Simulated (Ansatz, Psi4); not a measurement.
**Exact exchange and the HOMO–LUMO gap of HNO (nitroxyl)**

HNO: 3 atoms, total charge 0, spin state singlet. As SMILES, `N=O`. The shape is that of a PBE0-D4/def2-TZVP optimisation.

The HOMO–LUMO gap y, in eV, basis def2-TZVPPD; a is the functional's share of exact exchange. Programs: Ansatz 0.2.0, Psi4 1.11.

```
functional  program     a  y (eV)
    r2SCAN   Ansatz     0    1.68
    revPBE   Ansatz     0    1.22
     TPSSh     Psi4   0.1    2.75
     B3LYP   Ansatz   0.2    3.73
      PBE0   Ansatz  0.25    4.29
   r2SCAN0   Ansatz  0.25       ?
     BHLYP   Ansatz   0.5    7.50
```

**Question.** Fit y = c + s·a to the known rows and predict r2SCAN0.

**Answer.** 
1. Means of the 6 rows: a = 0.1750, y = 3.528.
2. Σ(Δa)² = 0.17875, Σ(Δa·Δy) = 2.1387, so the slope is 2.1387/0.17875 = 11.965.
3. Intercept: 3.528 − (11.965) × 0.1750 = 1.434. The largest residual of the fit is 0.25.
4. r2SCAN0: 1.434 + (11.965) × 0.25 = 4.43 eV.

The run gave 4.64 eV, so the prediction is off by -0.21 eV, within the scatter of the fit. Exact exchange lowers occupied levels and raises empty ones. The rows mix families of semi-local functionals, which the line can't see.
